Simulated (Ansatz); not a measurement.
# FH₂SSi radical: small, medium and large basis sets

The task here is to estimate one member of a computed series from the others.

Program: Ansatz 0.2.0, Gaussian basis. Level of theory: one geometry, several basis sets. These are calculated values, not measurements.

The runs, in order: PBE0-D4/def2-SVP; ωB97M-V/def2-SVP; PBE0-D4/def2-QZVPP; ωB97M-V/def2-QZVPP; the functionals' def2-TZVPP values are taken from earlier runs.

### The relaxed structure

The geometry comes from an earlier relaxation with PBE0-D4 in a triple-zeta def2 set; it is a stationary point.

SMILES `F[SiH2][S]`, 5 atoms, charge 0, spin multiplicity 2.

Atoms are counted from 1 here; the program's logs count them from 0.

Bond lengths: F1–Si2 1.596 Å, Si2–S3 2.099 Å, Si2–H4 1.482 Å, Si2–H5 1.482 Å. Angles: F1–Si2–S3 114.0°, F1–Si2–H4 107.4°, F1–Si2–H5 107.4°, S3–Si2–H4 107.4°, S3–Si2–H5 107.4°, H4–Si2–H5 113.3°.

The first run:

File in.yaml:

```yaml
crystal:
  periodic: [false, false, false]
  atoms:
    - {symbol: F, position_ang: [-0.324302, -0.023336, 1.585377]}
    - {symbol: Si, position_ang: [0.085950, -0.081031, 0.044548]}
    - {symbol: S, position_ang: [-1.147981, 1.061321, -1.210969]}
    - {symbol: H, position_ang: [-0.023491, -1.493141, -0.391008]}
    - {symbol: H, position_ang: [1.459724, 0.462587, -0.069348]}
basis:
  gaussian: {orbitals: def2-SVP}
magnetization: {spin_polarized: true, initial_magnetization: 1}
hamiltonian: {xc: pbe0, dispersion: d4}
output: {orbitals: {seedname: orbitals}}
```

Steps of the session up to this table: PBE0-D4 in def2-SVP; ωB97M-V in def2-SVP; PBE0-D4 in def2-QZVPP; ωB97M-V in def2-QZVPP.

One of the session's tables, all rows but one given; the rest of the session is left out.

It belongs to the step «Density functionals: the series». 

| functional | basis | HOMO (eV) | LUMO (eV) |
| --- | --- | --- | --- |
| PBE0-D4 | def2-SVP | -7.80 | -4.85 |
| PBE0-D4 | def2-TZVPP | -7.94 | -4.92 |
| PBE0-D4 | def2-QZVPP | -7.97 | -4.94 |
| ωB97M-V | def2-SVP | -9.98 | -2.73 |
| ωB97M-V | def2-TZVPP | -10.15 | -2.91 |
| ωB97M-V | def2-QZVPP | ? | ? |

**Question.** Estimate the row for ωB97M-V, def2-QZVPP.

The run gave: HOMO (eV): -10.19; LUMO (eV): -2.96. In the column «HOMO (eV)» it is the lowest.
